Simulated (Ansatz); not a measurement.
# Worked example: correlation energy of C2H5Cl, singlet

Geometry: MP2(full)/6-31G*, from the G2/97 set.

```xyz
8

C     0.0947    0.8946    0.0000
C     1.6005    0.7348    0.0000
Cl   -0.7289   -0.6930    0.0000
H    -0.2503    1.4286    0.8852
H    -0.2503    1.4286   -0.8852
H     2.0716    1.7218    0.0000
H     1.9339    0.1912    0.8854
H     1.9339    0.1912   -0.8854
```

Basis 6-31G; Ansatz 0.2.0. Correlated methods freeze the noble-gas cores, which leaves 20 electrons in 34 orbitals. R marks a restricted (for open shells ROHF) determinant.

Full CI isn't at hand for all of this; RCCSDT(Q) serves as the reference, and is uncertain by about the last step of the cluster series.

Runs differ by some tens of microhartree through their thresholds, so steps under 0.03 kcal/mol mean nothing.

```tsv
level	total energy (hartree)
RHF	-538.076794
RMP2	-538.302819
RCCSD	-538.336288
RCCSD(T)	-538.341570
RCCSDT	-538.342088
RCCSDT(Q)	-538.342330
```

Task: What is the correlation energy at RCCSDT(Q), and what share of it do RMP2 and RCCSD recover?

Result: E(corr) = -538.342330 − (-538.076794) = -0.265536 hartree = -7.226 eV. RMP2: -0.226025 / -0.265536 = 85.12 %. RCCSD: -0.259494 / -0.265536 = 97.72 %.

Task: By how many kcal/mol does RCCSD(T) miss RCCSDT(Q) (1 hartree = 627.509 kcal/mol), and which steps make up the rest?

Result: -538.341570 − (-538.342330) = 0.000760 hartree = 0.48 kcal/mol. Steps: RCCSDT − RCCSD(T) = -0.33, RCCSDT(Q) − RCCSDT = -0.15 kcal/mol. That is within 1 kcal/mol of the reference in this basis, which itself misses far more of the correlation at the basis-set limit.
